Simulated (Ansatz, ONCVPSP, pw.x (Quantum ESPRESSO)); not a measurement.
**W: does the ONCV potential hold in the solid?**

```
Element                 : W (Z = 74)
Generator               : ONCVPSP 4.0.1.1 (patched build)
Type                    : optimised norm-conserving Vanderbilt (ONCV)
Functional              : PBEsol
Relativity              : scalar-relativistic
Frozen core             : [Kr] 4d10 4f14
Valence charge          : 14
Reference configuration : 5s2 5p6 5d4 6s2
Partial waves           : 5s+6s: rc 2.52 bohr, ncon 4, nbas 7, qcut 7.8 1/bohr, 2 projectors; 5p: rc 1.80 bohr, ncon 4, nbas 7, qcut 6 1/bohr, 2 projectors, debl 1.7 Ha; 5d: rc 2.45 bohr, ncon 4, nbas 8, qcut 7.8 1/bohr, 2 projectors, debl 3.8 Ha
Local potential         : polynomial inside 1.25 bohr (lpopt 4, dvloc0 0 Ha)
Core correction         : Teter function fitted to the true core (icmod 2), fcfact 0.45
```

Crystal test: fcc W in pw.x 7.5, no spin, 14³ k-points, Fermi–Dirac smearing 0.01 Ry, cutoffs 50/200 Ry. The reference is all-electron LAPW (Ansatz 0.2.0) with the same functional, mesh and smearing; V0 and B0 come from Birch–Murnaghan fits to the pressures at five volumes. Errors are pseudo minus all-electron; Δ is the rms difference of the E(V) curves that follow from these fits, minima aligned, over ±6 % about the mean V0. Mesh and smearing are coarse, so the numbers serve the comparison and aren't converged zero-temperature values; the lattice is a test structure that the element need not adopt.

All-electron: a0 = 4.000 Å (V0 = 16.00 Å³/atom), B0 = 298.8 GPa.

Task: How far does the potential miss the all-electron equation of state?

Result: mean pressure error (GPa): -3.11; a0 (Å): 3.986; a0 error (%): -0.35; B0 error (%): +0.3; Δ (meV/atom): 11.0.

```
V (Å³/atom)  P all-electron (GPa)  P pseudo (GPa)
     15.195                 17.15           13.43
     15.595                  8.12            4.74
     15.995                  0.14           -2.94
     16.395                 -6.90           -9.71
     16.795                -13.11          -15.68
```

Task: At the middle volume, how do free energy and pressure move when the wave cutoff is lowered (ecutrho kept at four times it)?

Result:

```
cutoff (Ry)  shift of F (meV/atom)  shift of P (GPa)
         22                +1019.8            -46.02
         30                  +85.8             -4.60
         40                   +3.8             -0.25
```

The run at the middle volume (104 k-points, 7 iterations) took about 12 s on one core of a shared host (Neoverse-V1, 32 threads, 247 GiB, load 28).
